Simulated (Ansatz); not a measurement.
## A ladder of methods for AlH2O (SMILES [O][AlH2])

AlH2O has 4 atoms, charge 0, and is taken as a doublet. As SMILES, `[O][AlH2]`. The shape is that of a PBE0-D4/def2-TZVP optimisation.

```xyz
4

O     0.0626   -0.8563    1.4014
Al    0.0113    0.0299   -0.0804
H    -1.1496   -0.3608   -1.0760
H     1.1311    1.1268   -0.2653
```

Quantity: the vertical ionisation energy (to the singlet cation), in eV. The values are calculated.

```csv
level,kind,program,value (eV),less FCI/STO-3G
UBLYP/STO-3G,GGA,Ansatz,8.44,+0.66
U-r2SCAN/STO-3G,meta-GGA,Ansatz,9.08,+1.30
U-r2SCAN0/STO-3G,hybrid meta-GGA,Ansatz,9.58,+1.80
U-wB97M-V/STO-3G,range-separated hybrid,Ansatz,9.15,+1.37
U-wB97X/STO-3G,range-separated hybrid,Ansatz,9.48,+1.70
UB2PLYP/STO-3G,double hybrid,Ansatz,8.94,+1.16
UCCSDT/STO-3G,coupled cluster or CI,Ansatz,7.78,0.00
UCCSDTQ/STO-3G,coupled cluster or CI,Ansatz,7.78,0.00
FCI/STO-3G,exact in the basis,Ansatz,7.78,0.00
```

FCI/STO-3G is exact within its basis and frozen core, so for wave-function methods in that basis the difference is their error; functionals converge differently with the basis, so for them it is only a difference. The values span 7.78 to 9.58 eV. All rows use very small basis sets, so none should be taken for the real molecule's value.
